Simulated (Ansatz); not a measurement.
Basis-set extrapolation for the Cl atom (frozen core, the Gaussian-basis code of Ansatz). Multiplicity 2, UHF reference.

```tsv
	cc-pV(T+d)Z	cc-pV(Q+d)Z
HF	-459.485559	-459.489159
MP2 correlation	-0.158543	-0.175496
CCSD(T) correlation	-0.188000	-0.205333
```

Energies in hartree. Use E(X) = E(∞) + A·exp(−5.46·√X) for Hartree–Fock and E(X) = E(∞) + B·X^(−3.05) for correlation, with X = 3 and 4.

Q: What is the CCSD(T) energy at the basis-set limit?

A: HF limit: -459.489159 + (-0.003600) × 0.30130 = -459.49024. Correlation limit: -0.205333 + (-0.017333) × 0.71189 = -0.21767. Total: -459.70791 hartree, 90.2 kJ/mol below CCSD(T)/cc-pV(T+d)Z.
